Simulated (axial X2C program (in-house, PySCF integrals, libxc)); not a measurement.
Levels of LiC by electron attachment to LiC⁺ (EOM-EA-CCSD)

Calculated with an axial X2C code built on PySCF integrals: two-component X2C with atomic mean-field Coulomb and Gaunt terms, Gaussian nuclei, basis C dyall-av3z, Li dyall-acv3z with contracted cores.

R = 1.878 Å (near the PBE0 minimum at charge 0 of the determinant lowest at the starting distance; the state shown can have its own minimum elsewhere).

Hartree–Fock spinors of LiC⁺ (one of each Kramers pair; a window near the gap, which can cut inner shells):

```csv
ω,occupied,ε (eV),character
1/2,yes,-27.08,"75% C s, 12% Li p, 7% Li d"
1/2,yes,-17.24,"89% C p, 5% Li p, 3% C s"
1/2,no,-5.92,"75% C p, 18% Li p, 6% Li d"
3/2,no,-5.92,"75% C p, 18% Li p, 6% Li d"
1/2,no,-4.37,"62% Li s, 19% Li p, 9% C p"
1/2,no,-2.51,"71% Li p, 14% C p, 11% Li d"
3/2,no,-2.51,"71% Li p, 14% C p, 11% Li d"
1/2,no,-2.32,"58% Li p, 22% Li s, 8% Li d"
```

Levels of LiC obtained by attaching an electron to LiC⁺:

| Ω | binding energy (eV) | above lowest (cm⁻¹) | attached spinor | one-particle weight |
| --- | --- | --- | --- | --- |
| 1/2 | 7.303 | 0 | 83% C pπ, 11% Li pπ, 6% Li dπ | 0.91 |
| 3/2 | 7.301 | 14 | 83% C pπ, 11% Li pπ, 6% Li dπ | 0.91 |
| 1/2 | 4.519 | 22449 | 62% Li sσ, 17% Li pσ, 10% C sσ | 0.99 |

This point took 9.3 s on 1 thread of Intel(R) Xeon(R) Platinum 8488C (Sapphire Rapids), on a shared host.

Reference electrons by ω block (each with its −ω partner): 1/2: 4. 4 electrons of LiC⁺ correlated (inner shells frozen), 92 natural virtual spinors (a truncated set); levels can be off by some tenths of an eV. Roots sought by Ω: (1/2: 5, 3/2: 4, 5/2: 2, 7/2: 1); the list ends where they run out and leaves out roots under 60 % one-particle weight. The solver can skip a root, and states that need a further excitation, which the method places far too high, are missing though they may lie low or lowest. T1 of the reference 0.008 (Lee–Taylor). The reference was not checked to be the lowest state of its species. Number of frozen shells: C 1 s; Li 1 s. Large amplitudes in the reference (orbital relaxation or multireference character) lower the reliability.
